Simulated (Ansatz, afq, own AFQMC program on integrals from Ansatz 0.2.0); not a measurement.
Integrals from Ansatz 0.2.0, then the random walk in our own AFQMC program (afq).

```yaml
crystal:
  periodic: [false, false, false]
  atoms:
    - {symbol: O, position_ang: [0.053909, -0.002347, 0.000000]}
    - {symbol: H, position_ang: [-0.277338, 0.934360, 0.000002]}
    - {symbol: H, position_ang: [-0.289188, -0.448554, 0.883737]}
    - {symbol: H, position_ang: [-0.289189, -0.448551, -0.883738]}
basis:
  gaussian: {orbitals: "6-31++G**"}
total_charge: -1
magnetization: {spin_polarized: true, initial_magnetization: 2}
correlation: {method: ccsd_t, electrons: outside_noble_gas, hamiltonian_folder: ham}
```

```sh
$ ansatz run in.yaml --threads 1 --pin off --events-out ev --progress --plain --max-ram 1382MiB
```

afq runs on the folder ham with

```
--method free --trial cisd --walkers 60 --time-step 0.03 --max-blocks 80 --target-error 0.00038 --factor-cut 1e-05 --seed 9575 --times 0,0.21,0.42,0.81,1.2,1.8,2.4,3 --taylor-order 8
```

Times are imaginary, in 1/Eh. The walk had a cap of 1086 s.

afq prints:

```
orbitals 36  electrons 6 4  factors 281 of 352
reference energy -76.44991079 Eh
CCSD correlation -0.22800553 Eh in 10 cycles, weight of the determinant in the CISD state 0.9274
repeat  energy at the last time / Eh  error
    10  -76.683184  0.000596
    20  -76.683577  0.000481
    30  -76.683765  0.000502
    40  -76.683544  0.000462
    50  -76.683571  0.000415
    60  -76.683337  0.000385
time / (1/Eh)  energy / Eh  error  mean overlap
  0.00  -76.677877  0.000245  1.0785
  0.21  -76.681455  0.000242  1.0797
  0.42  -76.682327  0.000255  1.0798
  0.81  -76.683348  0.000273  1.0768
  1.20  -76.683455  0.000384  1.0782
  1.80  -76.683038  0.000334  1.0997
  2.40  -76.683241  0.000418  1.0945
  3.00  -76.683292  0.000379  1.0925
energy -76.683292 +/- 0.000379 Eh
```

The run passed its tests (error under three times the target), which doesn't prove that it has relaxed.

Against this walk (error 10.3 meV) on the same determinant: CCSD(T) 18.5 meV higher (within the noise), CCSDT(Q) 5.7 meV lower (within the noise). The error is statistical, and a free projection of finite length keeps a remainder of its start.

Cautions: remainder of the start not in the error; lower spins were not checked.

The walk took 2.1 min on 1 thread of Arm Neoverse V2, on a shared host. The log's last line is the free-projection energy.

CCSDT and higher add their correlation energy to the determinant of the CCSD(T) run, since their own runs factorise the integrals more tightly (a shift of under 2 meV). A walk keeps the symmetry of its determinant, which the program's search chose and which needn't be the lowest solution, so a lower state of the same spin and another symmetry isn't excluded.
